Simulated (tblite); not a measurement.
Species: C4H9OP.
SMILES with atom numbers: `[CH3:1]/[CH:2]=[P:3]\[CH2:4][O:5][CH3:6]` (hydrogens: H7, H8, H9 on C1; H10 on C2; H11, H12 on C4; H13, H14, H15 on C6)

A start from a force field or distance geometry was refined with GFN2-xTB geometry optimisation, gas phase (tblite 0.8.0). Values at the start:

| coordinate | start |
| --- | --- |
| C1–C2 | 1.515 Å |
| C1–H7 | 1.094 Å |
| C2=P3 | 1.699 Å |
| C2–H10 | 1.096 Å |
| P3–C4 | 1.867 Å |
| C4–O5 | 1.445 Å |
| C4–H11 | 1.100 Å |
| O5–C6 | 1.423 Å |
| C6–H13 | 1.091 Å |
| C6–H14 | 1.087 Å |
| C1–C2–P3 | 133.5° |
| C2–P3–C4 | 102.5° |
| P3–C4–O5 | 118.4° |
| C4–O5–C6 | 111.9° |
| C1–C2–P3–C4 | 1° |
| P3–C4–O5–C6 | 81° |

**Question.** How do these coordinates change at the GFN2-xTB level?

**Answer.** 
| coordinate | GFN2-xTB (Å or °) | change |
| --- | --- | --- |
| C4–O5 | 1.403 | -0.042 |
| P3–C4 | 1.898 | +0.031 |
| C2=P3 | 1.672 | -0.027 |
| C1–C2 | 1.488 | -0.027 |
| O5–C6 | 1.403 | -0.020 |
| C2–H10 | 1.085 | -0.011 |
| C6–H14 | 1.097 | +0.010 |
| C6–H13 | 1.098 | +0.007 |
| C4–H11 | 1.094 | -0.006 |
| C1–H7 | 1.091 | -0.003 |
| P3–C4–O5 | 114.8 | -3.6 |
| C1–C2–P3 | 130.8 | -2.7 |
| C4–O5–C6 | 113.2 | +1.3 |
| C2–P3–C4 | 102.8 | +0.3 |
| P3–C4–O5–C6 | 68 | -13 |
| C1–C2–P3–C4 | -2 | -3 |

The energy falls by 3.1 kcal/mol over 76 L-BFGS steps, the largest force on an atom goes from 1.33 to 0.010 eV/Å, and the atoms move by 0.189 Å rms after alignment. The bond that changes most is C4–O5 (sp3 carbon bound to oxygen to ether oxygen), which shortens by 0.042 Å. Bonds longer at the end by more than 0.005 Å: 3 of 14; shorter: 8. Among the dihedrals that turn most is H11–C4–O5–C6, from -158° to -171°. Rotational constants go from 4061, 1884, 1495 to 3982, 2065, 1649 MHz.

Its GFN2-xTB frequencies are all real (lowest 52 cm⁻¹). The numbers are those of one conformer.

These are computed values.
